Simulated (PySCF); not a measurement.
Geometry:
```tsv
atom	x (Å)	y (Å)	z (Å)
N1	-2.134	-0.871	0.702
C2	-1.206	-0.311	0.285
C3	-0.086	0.392	-0.225
C4	1.119	-0.157	-0.332
S5	2.527	-0.779	-0.462
H6	-0.213	1.434	-0.543
```

- KT3/pcSseg-2 with gauge-including orbitals
- coordinates at the PBE0-D3(BJ)/def2-SVP level
- code: PySCF
- non-relativistic, single conformer, isolated molecule

Chemical shifts δ = σref − σ; 13C (181.31 ppm) and 1H (31.35 ppm) vs TMS; NH3 for 15N (258.71 ppm); 33S (525.97 ppm) against CS2, all at this level.

| atoms | nucleus | count | δ (ppm) |
| --- | --- | --- | --- |
| N1 | 15N | 1 | ? |
| C4 | 13C | 1 | 255.3 |
| C2 | 13C | 1 | 101.9 |
| S5 | 33S | 1 | ? |
| H6 | 1H | 1 | 5.11 |
| C3 | 13C | 1 | 48.5 |

Q: Estimate the values marked ?.

A: 
- N1: 331.5 ppm, nitrile nitrogen
- S5: 343 ppm, thione sulfur

Shifts are as computed, not scaled to solution data. Of 1211 compounds with measured shifts, 218 miss one by over three times the rms of a fit or turn the order of signals round; such compounds aren't used in these exercises. Experimental scales use liquid or dissolved standards, which lie at an offset from isolated NH3 (liquid NH3: subtract about 20 ppm). Unscaled 15N shifts of sp2 nitrogen come out 20 to 40 ppm too high even then.
